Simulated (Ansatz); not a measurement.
C4H7FO can be A, `C/C=C(\F)OC`, or B, `CC/C=C(/O)F`.

Computed with Ansatz on PBE0-D4/def2-TZVP structures; ΔE is electronic, products minus reactants. CCSD(T)/CBS adds triple-zeta CCSD(T) − MP2 to the extrapolated MP2 energy (def2 sets, frozen cores). Double bonds are as drawn, so ΔE can hold a change between cis and trans. Functionals use def2-TZVPP. B3LYP here is the variant with VWN-RPA as its local correlation; programs differ in this. One conformer a species, not always the lowest.

A:

Z-matrix (Å, degrees):
```
C
C 1 1.489
H 1 1.090 2 111.5
H 1 1.094 2 111.1 3 -120.6
H 1 1.094 2 111.1 3 120.5
C 2 1.323 1 124.9 3 1.5
H 2 1.083 1 119.5 3 179.7
O 6 1.332 2 125.4 1 173.6
F 6 1.344 2 121.8 1 -3.3
C 8 1.423 6 115.6 2 129.1
H 10 1.088 8 106.1 6 -176.9
H 10 1.091 8 111.2 6 63.9
H 10 1.095 8 110.4 6 -58.1
```

B:

```xyz
13

C    -0.099   -1.894   -0.225
C    -0.604   -0.632    0.467
C     0.395    0.475    0.441
C     0.208    1.650   -0.136
O     1.058    2.683   -0.103
F    -0.914    1.955   -0.806
H     0.827   -2.249    0.233
H     0.106   -1.703   -1.281
H    -0.834   -2.699   -0.160
H    -1.534   -0.301    0.000
H    -0.851   -0.872    1.508
H     1.356    0.334    0.922
H     0.886    3.252   -0.861
```

(1) Which isomer does CCSD(T)/CBS put lower? Give the gap. (Estimate.)

(2) Give E(B) − E(A) in kJ/mol with ωB97M-V, MP2/def2-TZVPP, B3LYP, PBE-D4, HF/def2-TZVPP, B2PLYP, CCSD/def2-TZVPP. (Estimate.)

Largest T1 diagnostic: 0.011.

Results:

(1) Computed: B, by 45.5 kJ/mol.

(2) Computed: ωB97M-V -43.3, MP2/def2-TZVPP -48.0, B3LYP -37.6, PBE-D4 -42.7, HF/def2-TZVPP -35.6, B2PLYP -40.5, CCSD/def2-TZVPP -43.4. None reverses the order clearly.

In def2-TZVPP, CCSD(T) changes the Hartree–Fock value by −7.7 kJ/mol (the triples alone add +0.0 kJ/mol) and MP2 by −12.3 kJ/mol.
